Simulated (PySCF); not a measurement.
# triplet BSiH5: levels of theory compared

We compute a comparison of 6 runs (U-r2SCAN/STO-6G, U-wB97X-V/STO-6G, UB2PLYP/STO-6G, UPBE0/STO-6G, UMP2/STO-6G, UCCSD(T)/STO-6G) of triplet BSiH5. The job is set up through a Python script.

Program for the calculation: PySCF 2.14.0.

2 further runs of the same task are left out: 2 set aside as unsound or not needed.

## Step 1: The molecule

The species is BSiH5 (7 atoms), meant as a triplet with charge 0. SMILES of the parent species: `[H]B([H])[SiH3]`. The coordinates come from a GFN2-xTB relaxation. That shape belongs to the parent species and isn't relaxed for this state.

Bond lengths: B1–Si4 1.956 Å, B1–H2 1.170 Å, B1–H3 1.170 Å, Si4–H5 1.472 Å, Si4–H6 1.472 Å, Si4–H7 1.474 Å. Angles: B1–Si4–H5 115.1°, B1–Si4–H6 115.2°, B1–Si4–H7 111.4°, H2–B1–Si4 121.7°, H3–B1–Si4 121.7°, H5–Si4–H6 104.4°, H5–Si4–H7 104.9°, H6–Si4–H7 104.9°, H2–B1–H3 116.6°.

## Step 2: The energy at U-r2SCAN/STO-6G (run 1)

File mol.xyz:

```xyz
7
BH5Si
B      0.595540     1.038560     0.005960
H      1.765140     1.076930     0.027400
H      0.039220     2.066980    -0.048000
Si    -0.377680    -0.657970     0.018400
H     -1.713750    -0.605710     0.632990
H      0.300530    -1.764180     0.713070
H     -0.608990    -1.154610    -1.349820
```

File job.py:

```python
from pyscf import gto, dft

molecule = gto.Mole()
molecule.atom = 'mol.xyz'
molecule.max_memory = 1860
molecule.verbose = 3
molecule.basis = 'sto-6g'
molecule.spin = 2
molecule.build()

mf = dft.UKS(molecule)
mf.xc = 'r2scan'
mf.conv_tol = 1e-10
mf.grids.level = 5
mf.kernel()
if not mf.converged:
    mf = mf.newton().run(mf.mo_coeff, mf.mo_occ)

etot = mf.e_tot
print('E = %.10f Eh' % etot)
```

The run is started by

```
$ OMP_NUM_THREADS=1 python job.py
```

Log:

```text
WARN: HOMO -0.0900330943022483 >= LUMO -0.297345486022683

WARN: HOMO -0.018530940931067 >= LUMO -0.190024137730136

WARN: HOMO -0.0424929442364936 >= LUMO -0.183532324915194

WARN: HOMO -0.0460929697939781 >= LUMO -0.184709799130711

WARN: HOMO -0.0443254917730769 >= LUMO -0.183472045347956

WARN: HOMO -0.0448575991666047 >= LUMO -0.183714990093292

WARN: HOMO -0.0446855977695125 >= LUMO -0.18362262519889

WARN: HOMO -0.0446936287424837 >= LUMO -0.183634514856036

WARN: HOMO -0.0446947464336529 >= LUMO -0.183635395425485

WARN: HOMO -0.0446940255458126 >= LUMO -0.18363493922162

WARN: HOMO -0.044694039771906 >= LUMO -0.183634953665646

converged SCF energy = -315.987416090809  <S^2> = 2.0053808  2S+1 = 3.0035851
E = -315.9874160908 Eh
```

It took 9 s on 1 thread of Arm Neoverse V1, shared host; peak memory 0.24 GiB.

## Step 3: A single-point energy at U-wB97X-V/STO-6G (run 2)

File input.py:

```python
from pyscf import gto, dft

mol = gto.Mole()
mol.atom = [
    ('B', (0.595540, 1.038560, 0.005960)),
    ('H', (1.765140, 1.076930, 0.027400)),
    ('H', (0.039220, 2.066980, -0.048000)),
    ('Si', (-0.377680, -0.657970, 0.018400)),
    ('H', (-1.713750, -0.605710, 0.632990)),
    ('H', (0.300530, -1.764180, 0.713070)),
    ('H', (-0.608990, -1.154610, -1.349820)),
]
mol.max_memory = 1860
mol.basis = 'sto-6g'
mol.verbose = 4
mol.spin = 2
mol.build()

mf = dft.UKS(mol, xc='wb97x-v')
mf.grids.level = 5
mf.nlcgrids.level = 1
mf.conv_tol = 1e-10
mf.kernel()
if not mf.converged:
    mf = mf.newton().run(mf.mo_coeff, mf.mo_occ)

etot = mf.e_tot
print('E(%s) = %.9f' % ('WB97X-V', etot))
```

The run is started by

```
$ OMP_NUM_THREADS=1 python input.py
```

Log:

```text
PySCF version 2.14.0

[... 67 lines left out ...]
WARN: HOMO 0.00335752485946583 >= LUMO -0.277448801845351
[... 46 lines left out ...]
converged SCF energy = -315.96119547525  <S^2> = 2.001939  2S+1 = 3.0012924
E(WB97X-V) = -315.961195475
```

Wall time 37 s (1 thread of Arm Neoverse V1, shared host); peak memory 0.21 GiB.

Runs 3 to 5 aren't shown in full; the table further down has their settings and results.

## Step 4: The energy at UCCSD(T)/STO-6G (run 6)

File job.py:

```python
from pyscf import gto, cc

mol = gto.M(
    atom=[
    ('B', (0.595540, 1.038560, 0.005960)),
    ('H', (1.765140, 1.076930, 0.027400)),
    ('H', (0.039220, 2.066980, -0.048000)),
    ('Si', (-0.377680, -0.657970, 0.018400)),
    ('H', (-1.713750, -0.605710, 0.632990)),
    ('H', (0.300530, -1.764180, 0.713070)),
    ('H', (-0.608990, -1.154610, -1.349820)),
],
    spin=2,
    verbose=4,
    max_memory=1860,
    charge=0,
    basis='sto-6g',
)

mf = mol.UHF()
mf.conv_tol = 1e-10
mf.kernel()
if not mf.converged:
    mf = mf.newton().run(mf.mo_coeff, mf.mo_occ)

mycc = cc.CCSD(mf, frozen=6)
mycc.kernel()
e_t = mycc.ccsd_t()
e_final = mycc.e_tot + e_t
print('E = %.10f Eh' % e_final)
```

The run is started by

```
$ OMP_NUM_THREADS=1 python job.py
```

Log:

```text
PySCF version 2.14.0

[... 42 lines left out ...]
WARN: HOMO 0.0800633781369607 >= LUMO -0.256669875797003
[... 46 lines left out ...]
converged SCF energy = -315.217855685288  <S^2> = 2.0081982  2S+1 = 3.0054605
[... 12 lines left out ...]
Init t2, MP2 energy = -0.0670607823574639
[... 15 lines left out ...]
UCCSD converged
[... 2 lines left out ...]
E = -315.3203384214 Eh
```

It took 1.1 s on 1 thread of Arm Neoverse V1, shared host; peak memory 0.12 GiB.

## Step 5: The series

```
run             level  nlc grid  frozen core orbitals  energy (Eh)  dipole moment (D) of the reference  HOMO energy (eV)   ⟨S²⟩  wall time
  1   U-r2SCAN/STO-6G         –                     –  -315.987416                                2.07             -1.22  2.005        9 s
  2  U-wB97X-V/STO-6G         1                     –  -315.961195                                2.14             -4.35  2.002       37 s
  3    UB2PLYP/STO-6G         –                     6  -315.802361                                2.28             -3.36  2.003        6 s
  4      UPBE0/STO-6G         –                     –  -315.855499                                2.11             -2.04  2.003      5.7 s
  5       UMP2/STO-6G         –                     6  -315.284916                                2.68             -5.78  2.008        1 s
  6   UCCSD(T)/STO-6G         –                     6  -315.320338                                2.68             -5.78  2.008      1.1 s
```

## Step 6: Results

| quantity | value |
| --- | --- |
| run 6: total energy | -315.32034 Eh |
| run 6: dipole moment (Hartree–Fock density) | 2.68 D |
| run 6: HOMO energy (Hartree–Fock orbitals) (highest over α and β) | -5.78 eV |
| run 6: LUMO energy (Hartree–Fock orbitals) (lowest over α and β) | 0.26 eV |
| run 6: correlation energy (6 core orbitals frozen) | -102.5 mEh |
| run 6: (T) correction | -0.89 mEh |
| run 6: ⟨S²⟩ of the reference determinant | 2.008 |
| run 6: T1 diagnostic | 0.010 |

What this shows: Over runs 1, 2, 3, 4 the dipole moment (its size) runs from 2.07 D (U-r2SCAN/STO-6G) to 2.28 D (UB2PLYP/STO-6G). A double hybrid's value is that of its SCF part. Totals of different functionals can't be ranked against each other. In runs 1, 2, 3, 4, 5, 6 the basis is minimal, so the values are rough. All runs together took 60 s, the longest 37 s.
